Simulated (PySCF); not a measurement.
Computed spin Hamiltonian

Species: C4H9O (doublet state).
Atom-mapped SMILES: `[CH2:1][CH2:2][O:3][CH2:4][CH3:5]` (hydrogens: H6, H7 on C1; H8, H9 on C2; H10, H11 on C4; H12, H13, H14 on C5)

Geometry (GFN2-xTB, Å), atoms numbered from 1 in this order:
```xyz
14
C4H9O angstrom
C     -2.183   -0.158   -0.037
C     -1.283    0.847    0.557
O      0.050    0.778    0.111
C      0.743   -0.363    0.573
C      2.167   -0.307    0.046
H     -3.152   -0.322    0.390
H     -1.937   -0.610   -0.976
H     -1.605    1.868    0.285
H     -1.322    0.789    1.662
H      0.742   -0.375    1.675
H      0.240   -1.277    0.226
H      2.717   -1.190    0.361
H      2.156   -0.261   -1.039
H      2.667    0.580    0.423
```

The hyperfine couplings belong to this conformer and change with its torsions.

Method used: UKS B3LYP, pcH-1 on C H O, non-relativistic, mean-field spin-orbit, GIAO (PySCF). Geometry: GFN2-xTB, one conformer, isolated molecule. The geometry wasn't refined by DFT: couplings that depend on bond lengths, twists or pyramidal angles can differ widely from those at the functional's own minimum. The SCF solution wasn't tested for stability.

```json
{"g1, g2, g3": "2.00224, 2.00276, 2.00299", "g_iso": "2.00266", "Form of g": "rhombic: the two nearest values differ by 31 % of g3 − g1", "⟨S²⟩": "0.7536 (exact 0.7500)", "α and β electrons": "21, 20", "HOMO–LUMO gap, α and β orbitals": "7.25, 5.38 eV", "Basis functions": "215"}
```

Isotropic coupling and dipolar principal values T1 to T3, in MHz:

```csv
atom,isotope,a_iso,T1,T2,T3,Mulliken spin population
C1,13C,92.9,-81.4,-80.8,162.2,1.07
C2,13C,-36.7,-2.9,-0.4,3.3,-0.08
O3,17O,-9.2,-2.4,0.9,1.5,0.00
C4,13C,0.0,-1.7,-0.1,1.8,0.01
C5,13C,-0.3,-0.3,-0.2,0.5,0.00
H6,1H,-62.7,-39.2,-0.5,39.7,-0.04
H7,1H,-60.8,-39.4,-0.2,39.6,-0.04
H8,1H,158.3,-6.4,-2.1,8.5,0.06
H9,1H,72.3,-5.4,-4.6,10.0,0.03
H10,1H,-0.3,-2.0,-1.7,3.6,0.00
H11,1H,3.2,-5.2,-3.1,8.3,0.00
H12,1H,0.9,-0.7,-0.6,1.3,0.00
H13,1H,0.1,-0.9,-0.8,1.7,0.00
H14,1H,2.1,-0.7,-0.6,1.3,0.00
```

The largest Mulliken spin populations are on C1 (+1.07), C2 (-0.08) and H8 (+0.06). No atom but C1 exceeds +0.15. The angles at C1 add up to 359.3°, so it is planar; its axial dipolar tensor and the negative couplings of its protons fit spin in a p orbital normal to that plane.

Axes: g2 points within 4° of the C1–C2 bond.

Under fast tumbling the dipolar parts average out, and these isotropic splittings remain: 2 × 1H (H8/H9, I = 1/2, 3 lines) with 4.11 mT, 2 × 1H (H6/H7, I = 1/2, 3 lines) with 2.20 mT, 2 × 1H (H10/H11, I = 1/2, 3 lines) with 0.05 mT and 3 × 1H (H12/H13/H14, I = 1/2, 4 lines) with 0.04 mT.

Means are taken over nuclei equivalent by connectivity, which assumes that they swap fast. The 1H value of +115.3 MHz is a mean of couplings from 72.3 to 158.3 MHz in this one geometry, not an average over conformers.

The 17O coupling of O3 (-9.2 MHz) shows only in satellite lines or after enrichment, since that isotope makes up about 0.038 % of natural oxygen.

The 13C coupling of C1 (92.9 MHz) shows only in satellite lines or after enrichment, since that isotope makes up about 1.07 % of natural carbon.
